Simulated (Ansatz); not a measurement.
# A relaxation, step by step

Si₂NH₉, singlet, PBE0-D4/def2-TZVP (Ansatz 0.2.0). Settings:

```yaml
hamiltonian: {xc: pbe0, dispersion: d4}
relax: {f_tol: 0.005, max_steps: 200}
```

Start, a step off a saddle point along its unstable mode:

```
atom    x (Å)    y (Å)    z (Å)
 Si1  -1.1759   0.3732  -0.2139
 Si2   0.7468  -1.4609   0.7433
  H3  -2.0044   1.5114  -0.8542
  H4  -1.5558   0.4790   1.2028
  H5  -1.5002  -0.7725  -1.0897
  H6   1.0403   0.8182  -0.3092
  N7   0.4494   1.3594  -0.6451
  H8   1.7874  -1.3476   1.8496
  H9  -0.3534  -2.2540   1.3585
 H10   1.4291  -2.4356  -0.2053
 H11   0.6193   1.4563  -1.6448
 H12   0.5177   2.2729  -0.1919
```

```csv
step,energy less the last (meV),largest force component (eV/Å)
1,2392.4,7.387
2,1506.0,1.040
3,1365.4,0.856
4,1255.0,1.717
5,1045.5,1.342
6,764.4,0.871
7,467.2,0.546
8,261.9,0.603
9,112.3,0.365
10,60.6,0.132
11,41.5,0.049
12,34.6,0.026
13,32.3,0.350
14,23.6,0.156
15,10.4,0.043
16,6.2,0.155
17,2.7,0.133
18,0.1,0.009
19,0.0,0.002
```

Step 3, positions (Å) and forces (eV/Å):

| atom | x | y | z | Fx | Fy | Fz |
| --- | --- | --- | --- | --- | --- | --- |
| Si1 | -1.048 | 0.234 | -0.141 | -0.140 | -0.393 | 0.116 |
| Si2 | 0.650 | -1.464 | 0.727 | -0.654 | -0.024 | -0.059 |
| H3 | -1.806 | 1.387 | -0.805 | 0.152 | 0.097 | -0.075 |
| H4 | -1.685 | 0.401 | 1.211 | 0.121 | -0.125 | -0.048 |
| H5 | -1.684 | -0.832 | -1.005 | 0.106 | -0.038 | 0.218 |
| H6 | 1.399 | 0.935 | -0.293 | -0.695 | 0.610 | -0.396 |
| N7 | 0.535 | 1.395 | -0.652 | 0.856 | -0.041 | 0.305 |
| H8 | 1.676 | -1.210 | 1.800 | -0.039 | 0.112 | -0.112 |
| H9 | -0.389 | -2.337 | 1.371 | 0.159 | -0.034 | -0.004 |
| H10 | 1.338 | -2.341 | -0.282 | 0.011 | 0.102 | 0.019 |
| H11 | 0.582 | 1.493 | -1.666 | 0.040 | -0.056 | 0.088 |
| H12 | 0.432 | 2.338 | -0.266 | 0.083 | -0.210 | -0.053 |

Last step (19):

```xyz
12
angstrom
Si -1.5503 -0.2391 0.0108
Si 0.4016 -1.4228 0.5092
H -1.5672 0.2028 -1.4095
H -1.6993 0.9516 0.8898
H -2.7596 -1.0895 0.2186
H 1.9618 1.4074 -0.0971
N 1.0138 1.4599 -0.4495
H 1.1587 -0.7774 1.6146
H 0.0814 -2.8124 0.9525
H 1.2834 -1.5379 -0.6830
H 1.0683 1.5385 -1.4576
H 0.6075 2.3187 -0.0987
```

Hardware: 4 CPU threads of an Arm Neoverse V1, shared host. Wall time about 39 s.
